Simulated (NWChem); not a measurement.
# One shape, several levels: CHCl2F (dichlorofluoromethane)

Aim: a comparison of 6 runs (BHLYP/def2-SVPD, B2PLYP/def2-SVPD, B3LYP/def2-SVPD, CAM-B3LYP/def2-SVPD, M06-L/def2-SVPD, wB97X/def2-SVPD) of CHCl2F (dichlorofluoromethane). 

Program for the calculation: NWChem 7.3.0.

### 1 The system as given

CHCl2F has 5 atoms, charge 0, and is taken as a singlet. SMILES: `FC(Cl)Cl`. The F1–C2 distance was set to 2.011 Å, away from the relaxed value. At this shape a bond of the SMILES string is far longer than usual.

Bond lengths: C2–Cl3 1.759 Å, C2–Cl4 1.759 Å, C2–H5 1.088 Å. Angles: Cl3–C2–Cl4 111.6°, Cl3–C2–H5 108.4°, Cl4–C2–H5 108.4°. A long bond or contact: F1–C2 2.011 Å.

### 2 The energy at BHLYP/def2-SVPD (run 1)

run.py

```python
from ase import Atoms
from ase.calculators.nwchem import NWChem

atoms = Atoms(['F', 'C', 'Cl', 'Cl', 'H'], positions=[
    [-0.889116, 0.149051, 1.830283],
    [0.006400, 0.099400, 0.030700],
    [1.459900, -0.886800, 0.126900],
    [-1.120400, -0.525200, -1.167100],
    [0.294600, 1.106400, -0.262500],
])

calc = NWChem(
    label='mol',
    theory='dft',
    memory='2200 mb',
    basis='def2-SVPD',
    basispar='spherical bse',
    dft={'xc': 'bhlyp', 'mult': '1', 'grid': 'fine', 'convergence': 'energy 1e-08', 'iterations': '100', 'mulliken': None, 'print': 'low'},
    task='energy',
)
atoms.calc = calc

e = atoms.get_potential_energy()
print(f"E = {e:.6f} eV")
```

The run is started by

```sh
$ export ASE_NWCHEM_COMMAND="nwchem PREFIX.nwi > PREFIX.nwo"
$ python run.py
```

Standard output:

```text
E = -28800.180566 eV
```

The calculator wrote mol.nwi:

```
title "mol"

permanent_dir mol

scratch_dir mol

start mol

geometry units angstrom nocenter noautosym noautoz
  F  -8.8911600000000002e-01 1.4905099999999999e-01 1.8302830000000001e+00
  C  6.4000000000000003e-03 9.9400000000000002e-02 3.0700000000000002e-02
  Cl 1.4599000000000000e+00 -8.8680000000000003e-01 1.2690000000000001e-01
  Cl -1.1204000000000001e+00 -5.2520000000000000e-01 -1.1671000000000000e+00
  H  2.9459999999999997e-01 1.1064000000000001e+00 -2.6250000000000001e-01
end

memory 2200 mb

basis spherical bse noprint
   * library def2-SVPD
end

dft
  xc bhlyp
  mult 1
  grid fine
  convergence energy 1e-08
  iterations 100
  mulliken
  print low
end

task dft energy
```

mol.nwo:

```text
Northwest Computational Chemistry Package (NWChem) 7.3.0
             --------------------------------------------------------

           Job information
           ---------------

    nwchem branch   = 7.3.0
    use scalapack   = T
    input           = mol.nwi
    prefix          = mol.
    data base       = mol/mol.db
    status          = startup
    nproc           =        1

           Memory information
           ------------------

    heap     =     72089594 doubles =      550.0 Mbytes
    stack    =     72089599 doubles =      550.0 Mbytes
    global   =    144179200 doubles =     1100.0 Mbytes (distinct from heap & stack)
    total    =    288358393 doubles =     2200.0 Mbytes
    verify   = yes
    hardfail = no

           Directory information
           ---------------------

  0 permanent = mol
  0 scratch   = mol

                                NWChem Input Module
                                -------------------

                                        mol
                                        ---

[... 26 lines left out ...]
            Nuclear Dipole moment (a.u.)
[... 64 lines left out ...]
   convergence    iter        energy       DeltaE   RMS-Dens  Diis-err    time
[... 15 lines left out ...]
         Total DFT energy =    -1058.387122971149
      One electron energy =    -1844.827784171302
           Coulomb energy =      665.725556506397
    Exchange-Corr. energy =      -72.434004851145
 Nuclear repulsion energy =      193.149109544901
[... 1 line left out ...]
 Numeric. integr. density =       50.000000026154

     Total iterative time =     14.2s

     ---------------------------------------------
      Total Density - Mulliken Population Analysis
     ---------------------------------------------

    Atom       Charge   Shell Charges
 -----------   ------   -------------------------------------------------------
    1 F    9     9.47   1.99  1.16  0.80  0.04  3.24  2.02  0.20  0.00  0.01
    2 C    6     5.27   1.99  1.02 -0.10 -0.10  1.74  0.68  0.06 -0.02
    3 Cl  17    17.20   2.00  1.99  1.30  0.65  0.02  5.93  2.13  2.96  0.16  0.04  0.03
    4 Cl  17    17.20   2.00  1.99  1.30  0.65  0.02  5.93  2.13  2.96  0.16  0.04  0.03
    5 H    1     0.86   0.73  0.08  0.02  0.03

     -------------------------------------------
      Total Density - Lowdin Population Analysis
     -------------------------------------------

    Atom       Charge   Shell Charges
 -----------   ------   -------------------------------------------------------
    1 F    9     9.37   1.98  1.03  0.72  0.14  3.12  2.01  0.32  0.00  0.06
    2 C    6     6.48   1.97  0.56  0.22  0.12  1.52  0.97  0.09  1.03
    3 Cl  17    16.56   2.00  1.96  0.94  0.55  0.14  5.82  2.22  2.43  0.27  0.04  0.19
    4 Cl  17    16.56   2.00  1.96  0.94  0.55  0.14  5.82  2.22  2.43  0.27  0.04  0.19
    5 H    1     1.03   0.57  0.17  0.07  0.23

 Task  times  cpu:       14.4s     wall:       14.4s
 Total times  cpu:       14.4s     wall:       14.4s
```

Wall time 16 s (1 thread of Intel Xeon 6975P-C (Granite Rapids), shared host); peak memory 0.11 GiB.

### 3 A single-point energy at B2PLYP/def2-SVPD (run 2)

chcl2f.xyz

```xyz
5
CHCl2F
F     -0.889116     0.149051     1.830283
C      0.006400     0.099400     0.030700
Cl     1.459900    -0.886800     0.126900
Cl    -1.120400    -0.525200    -1.167100
H      0.294600     1.106400    -0.262500
```

chcl2f.nw

```
start chcl2f
title "CHCl2F"
memory total 2200 mb
charge 0

geometry units angstrom noautosym nocenter noautoz
   load chcl2f.xyz
end

basis spherical bse
   * library def2-SVPD
end

dft
   xc hfexch 0.53 becke88 0.47 lyp 0.73 mp2 0.27
   dftmp2 semidirect
   grid fine
   convergence energy 1e-08
   maxiter 100
   mulliken
   noprint "final vectors analysis"
end

mp2
   freeze core 12
end

task dft energy
```

The run is started by

```sh
$ nwchem chcl2f.nw > chcl2f.out
```

Standard output:

```text
[...]
          Wavefunction type:  closed shell.
          No. of atoms     :     5
          No. of electrons :    50
[...]
          Charge           :     0
          Spin multiplicity:     1
[...]
          AO basis - number of functions:   105
[...]
              XC Information
              --------------
                     Hartree-Fock (Exact) Exchange  0.530
                    Becke 1988 Exchange Functional  0.470
              Lee-Yang-Parr Correlation Functional  0.730
[...]
 d= 0,ls=0.0,diis     1  -1057.6008063076 -1.25D+03  2.36D-02  1.65D+00     1.5
[...]
 d= 0,ls=0.0,diis    12  -1057.8488417816 -2.02D-09  1.70D-07  8.40D-11    14.0
         Total DFT energy =    -1057.848841781614
      One electron energy =    -1844.682623721849
           Coulomb energy =      665.573192343872
    Exchange-Corr. energy =      -71.888519948539
 Nuclear repulsion energy =      193.149109544901
[...]
      Total Density - Mulliken Population Analysis
     ---------------------------------------------
    Atom       Charge   Shell Charges
 -----------   ------   -------------------------------------------------------
    1 F    9     9.47   1.99  1.15  0.81  0.04  3.24  2.03  0.20  0.00  0.01
    2 C    6     5.25   1.99  1.02 -0.10 -0.10  1.73  0.69  0.06 -0.02
    3 Cl  17    17.21   2.00  1.99  1.29  0.66  0.02  5.93  2.12  2.97  0.17  0.04  0.03
    4 Cl  17    17.21   2.00  1.99  1.29  0.66  0.02  5.93  2.12  2.97  0.17  0.04  0.03
    5 H    1     0.85   0.73  0.07  0.02  0.03
[...]
  Basis functions       =    105
[...]
```

Wall time 17 s (1 thread of Intel Xeon 6975P-C (Granite Rapids), shared host); peak memory 0.32 GiB.

Runs 3 to 5 aren't shown in full; the table further down has their settings and results.

### 4 A single-point energy at wB97X/def2-SVPD (run 6)

geom.nw

```
start geom
title "CHCl2F"
memory 2200 mb

geometry noautosym nocenter noautoz
   F    -0.889116    0.149051    1.830283
   C     0.006400    0.099400    0.030700
   Cl    1.459900   -0.886800    0.126900
   Cl   -1.120400   -0.525200   -1.167100
   H     0.294600    1.106400   -0.262500
end

basis spherical bse
   * library def2-SVPD
end

dft
   xc wb97x
   grid fine
   convergence energy 1e-08
   maxiter 100
   mulliken
   print medium
end

task dft energy
```

The run is started by

```sh
$ nwchem geom.nw > geom.out
```

Standard output:

```text
[...]
          Wavefunction type:  closed shell.
          No. of atoms     :     5
          No. of electrons :    50
[...]
          Charge           :     0
          Spin multiplicity:     1
[...]
          AO basis - number of functions:   105
[...]
              XC Information
              --------------
                       wb97x  Method XC Functional
                     Hartree-Fock (Exact) Exchange  1.000
                         wb97x Exchange Functional  1.000
                      wb97x Correlation Functional  1.000
[...]
 d= 0,ls=0.0,diis     1  -1058.1615863104 -1.25D+03  2.22D-02  1.82D+00     4.6
[...]
 d= 0,ls=0.0,diis    12  -1058.4295776453 -2.53D-09  8.23D-07  8.84D-10    52.3
         Total DFT energy =    -1058.429577645309
      One electron energy =    -1844.776405713935
           Coulomb energy =      665.640668917075
    Exchange-Corr. energy =      -72.442950393350
 Nuclear repulsion energy =      193.149109544901
[...]
      Total Density - Mulliken Population Analysis
     ---------------------------------------------
    Atom       Charge   Shell Charges
 -----------   ------   -------------------------------------------------------
    1 F    9     9.43   1.99  1.16  0.78  0.06  3.24  1.98  0.21  0.00  0.01
    2 C    6     5.38   1.99  1.01 -0.07 -0.08  1.75  0.71  0.05  0.03
    3 Cl  17    17.17   2.00  1.98  1.29  0.64  0.02  5.93  2.16  2.93  0.15  0.04  0.03
    4 Cl  17    17.17   2.00  1.98  1.29  0.64  0.02  5.93  2.16  2.93  0.15  0.04  0.03
    5 H    1     0.84   0.73  0.07  0.02  0.02
[...]
```

Run time: 53 s. Hardware: 1 thread of Intel Xeon 6975P-C (Granite Rapids), shared host; peak memory 0.11 GiB.

### 5 All runs side by side

```csv
run,level,frozen core orbitals,energy (Eh),wall time
1,BHLYP/def2-SVPD,–,-1058.387123,16 s
2,B2PLYP/def2-SVPD,12,-1058.075081,17 s
3,B3LYP/def2-SVPD,–,-1058.501530,15 s
4,CAM-B3LYP/def2-SVPD,–,-1058.446230,50 s
5,M06-L/def2-SVPD,–,-1058.457311,20 s
6,wB97X/def2-SVPD,–,-1058.429578,53 s
```

### 6 Results

| quantity | value |
| --- | --- |
| run 6: total energy | -1058.42958 Eh |
| run 6: dipole moment | 3.91 D |
| run 6: HOMO energy | -12.35 eV |
| run 6: LUMO energy | -1.79 eV |
| run 6: HOMO–LUMO gap | 10.56 eV |

What this shows: Over runs 2, 3, 4, 5, 6 the dipole moment (its size) runs from 3.67 D (M06-L/def2-SVPD) to 4.10 D (B2PLYP/def2-SVPD). A double hybrid's value is that of its SCF part. Over runs 3, 4, 6 the HOMO–LUMO gap runs from 5.31 eV (B3LYP/def2-SVPD) to 10.56 eV (wB97X/def2-SVPD). Totals of different functionals can't be ranked against each other. All runs together took 2.8 min, the longest 53 s.
